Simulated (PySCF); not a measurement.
acetylene (C2H2), SMILES C#C.

Geometry: ωB97X-D3(BJ)/def2-TZVPD.

Level of theory: HF/def2-TZVPD run with PySCF.

The molecule is in vacuum.

Computed frontier levels, gap, dipole moment and polarisability:
```
Property                                                                                                       Result
---------------------------------------------------------------------------------------------  ----------------------
highest occupied level                                                                                      -11.22 eV
lowest empty level                                                                                            2.01 eV
orbital gap                                                                                                  13.22 eV
dipole moment                                                                                                  0.00 D
quadrupole, principal values (traceless, Buckingham form, about the centre of nuclear charge)  -3.64, -3.64, 7.28 D·Å
mean static polarisability                                                                       23.0 bohr³ (3.41 Å³)
polarisability, principal values                                                               18.9, 18.9, 31.2 bohr³
```
